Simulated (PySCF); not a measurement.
## NMR data sheet: 1,2-difluoroethane

- Formula: C2H4F2
- SMILES: FCCF
- Point group of the computed structure: C2
- Degrees of unsaturation: 0
- Carbon signals: 1
- Proton signals: 1

Numbering as in the mapped SMILES `[F:1][CH2:2][CH2:3][F:4]`. Each H is labelled by its parent atom.

Rapidly exchanging positions averaged, a single conformation, in vacuum, relativity neglected. Coordinates at the GFN2-xTB level; GIAO PBE0/pcSseg-1 shieldings; PySCF.

Referencing at the same level of theory: ¹H (σ = 31.72 ppm) and ¹³C (σ = 186.93 ppm) against TMS; CFCl3 for ¹⁹F (σ = 170.95 ppm).

| carbon | δC, type | δH (multiplicity) | HMBC from (2–3 bonds) | span of the C tensor (ppm) |
| --- | --- | --- | --- | --- |
| C2/C3 | 88.7, CH2 | 4.99 (m) | H(C2)/H(C3) | 72 |

Other nuclei:
```
atoms  nucleus                environment  δ (ppm)  σ (ppm)
F1/F4      ¹⁹F  fluorine on an sp3 carbon   -243.2    414.2
```

1. Carbon types of the structure: 2 × CH2, which accounts for all hydrogens.
2. δC 88.7: sp3 CH2 bonded to F; the inductive effect lowers its shielding.
3. δH 4.99: hydrogen on an sp3 CH2 bonded to F; its carbon carries F, hence the downfield position.

Splittings by ¹⁹F in the carbon and heteronuclear signals aren't shown, as no couplings were computed. Shifts are as computed. Against solution values, carbons near 30 ppm lie about +3 ppm off and those near 130 ppm about +5 ppm (rms about the fit 2.1 ppm; single classes can miss by 10 ppm). Of 1328 compounds with measured shifts, 309 miss one by over three times the rms of a fit or turn the order of signals round; such compounds aren't used in these exercises. Signals without a measured value on file couldn't be tested in this way; 1H shifts scatter by 0.2 ppm about their fit, and single ones miss by 0.5 ppm. Unscaled 19F shifts against computed CFCl3 carry errors that often reach 10 to 50 ppm.
